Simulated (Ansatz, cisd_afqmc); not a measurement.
Species: HCl, charge 1, doublet. HCl+ (parent SMILES Cl, doublet).
B3LYP-D3(BJ)/def2-TZVP minimum from Ansatz (an electronic-structure program):
```
Cl
H 1 1.3252
```
Charge +1, spin multiplicity 2.

Total energies in cc-pV(D+d)Z, 7 correlated electrons, 5 frozen orbitals. UHF or UKS for unpaired electrons; spin-orbit terms are left out. Correlated methods leave the cores frozen. No relativity. AFQMC is phaseless with a CISD trial state; ± is one standard error, without the phaseless bias. Outlying blocks are dropped, and bars are widened where a walk drifts. Over all cases where full CI ran beside it in this data, AFQMC minus full CI had a median of +0.1 mEh and passed +0.4 mEh in a tenth of the cases. Full CI freezes restricted core orbitals and the other rows unrestricted ones, which leaves a small offset even where coupled cluster is exact.

| method | program | energy (Eh) | error against FCI (mEh) |
|---|---|---|---|
| HF | Ansatz | -459.66733 | 145.38 |
| MP2 | Ansatz | -459.78714 | 25.57 |
| CCSD | Ansatz | -459.80971 | 3.00 |
| CCSD(T) | Ansatz | -459.81211 | 0.60 |
| CCSDT(Q) | Ansatz | -459.81270 | 0.01 |
| CCSDTQ | Ansatz | -459.81273 | -0.02 |
| AFQMC/CISD | cisd_afqmc | -459.8127 ± 0.0001 | 0.0 ± 0.1 |
| FCI | Ansatz | -459.81271 | 0.00 |

Rough core times of Ansatz's runs on a shared machine: CCSD(T) under 20 s, CCSDT(Q) under 20 s, CCSDTQ 30 s, FCI 20 s.
